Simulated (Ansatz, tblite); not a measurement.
Isomers of Li₂H₃ (doublet), found by a short tight-binding search and relaxed with PBE0-D4/def2-TZVP in Ansatz.

The xTB rows come from tblite. HSE06 is defined as in plane-wave codes, on full-range PBE exchange. Correlated methods freeze no core orbitals; core or outer-core shells of Li are correlated, in sets that lack core-valence functions.

Other spin states were run for one of them alone.

A:

```xyz
5

Li    0.887    0.741   -0.340
Li   -0.490   -1.097    0.089
H    -0.495    0.573    0.863
H     1.011   -0.912   -0.663
H    -0.912    0.695    0.051
```

B:

```xyz
5

Li    0.392    2.441   -0.381
Li   -0.608    0.076   -0.479
H    -0.490   -1.889    0.097
H     0.066   -1.530    0.462
H     0.641    0.902    0.301
```

Estimate which lies lowest at each level, and how far above it the others are (kJ/mol).


| level | A | B |
| --- | --- | --- |
| GFN1-xTB | 0.0 | 5.0 |
| GFN2-xTB | 83.8 | 0.0 |
| HF/def2-TZVPP | 75.7 | 0.0 |
| PBE-D4/def2-TZVP | 37.6 | 0.0 |
| r2SCAN-D4/def2-TZVP | 32.3 | 0.0 |
| PBE0-D4/def2-TZVP | 40.6 | 0.0 |
| HSE06-D4/def2-TZVP | 40.5 | 0.0 |
| CAM-B3LYP-D4/def2-TZVP | 35.0 | 0.0 |
| MP2/def2-TZVPP | 52.5 | 0.0 |
| CCSD/def2-TZVPP | 49.9 | 0.0 |
| CCSD(T)/def2-TZVPP | 48.0 | 0.0 |
Point groups (tolerance 0.1 Å): A C2v, B not assigned. Lower isomers may exist.
